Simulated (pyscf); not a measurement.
Hydrogen abstraction: `[H][H]` + `[CH3][O]` [doublet] → `[CH3][OH]` + `[H]` [doublet]

Gas phase, doublet surface, charge 0. Bonds broken: H1–H2. Bonds formed: H1–O4. Structures and frequencies: ωB97X-D3(BJ)/def2-SVP in PySCF.

Transition state (Å):

```xyz
7

H     -1.5201     0.2157     1.0860
H     -1.1970     0.4117     1.9073
C     -0.4225    -0.1102    -0.7046
O     -1.6768    -0.0479    -0.0955
H      0.2238    -0.9095    -0.2956
H      0.1242     0.8513    -0.6809
H     -0.6224    -0.3534    -1.7638
```

One imaginary mode, 1596i cm⁻¹; descent along it reached the two sides named.

```csv
bond,change,reactant side (Å),saddle,product side
H1–H2,breaks,0.761,0.904,2.8
H1–O4,forms,2.452,1.221,0.963
```

Electronic energies relative to the separated reactants (eV):

```csv
level,barrier,reaction energy,reverse barrier
ωB97X-D3(BJ)/def2-TZVP,0.51,-0.01,0.52
PBE/def2-TZVP,0.17,-0.04,0.21
r²SCAN/def2-TZVP,0.31,+0.12,0.19
B3LYP-D3(BJ)/def2-TZVP,0.38,+0.14,0.24
PBE0-D3(BJ)/def2-TZVP,0.34,-0.06,0.41
M06-2X/def2-TZVP,0.51,-0.10,0.61
ωB97M-D3(BJ)/def2-TZVP,0.49,-0.04,0.53
HF/def2-TZVP,1.27,+0.27,1.00
```

With ωB97M-D3(BJ)/def2-TZVP energies and thermal terms (ideal gas, 1 atm, RRHO with modes under 100 cm⁻¹ raised to 100, one conformer, R ln 2 for chiral ones without a mode under 150 cm⁻¹), in eV:

| T (K) | ΔH‡ | ΔG‡ | ΔH | ΔG |
|---|---|---|---|---|
| 298 | 0.47 | 0.81 | +0.07 | +0.12 |
| 600 | 0.45 | 1.17 | +0.07 | +0.17 |
| 900 | 0.45 | 1.53 | +0.07 | +0.23 |
| 1200 | 0.46 | 1.89 | +0.09 | +0.27 |

H₃C–O• lies 0.30 eV over its isomer •H₂C–OH (electronic energy, ωB97M-D3(BJ)/def2-TZVP). One saddle was located; it need not be the lowest between these sides. The angle at the transferred H is 166°. The orbital near-degeneracy of the XH₃O or XH₃S radical is left out.
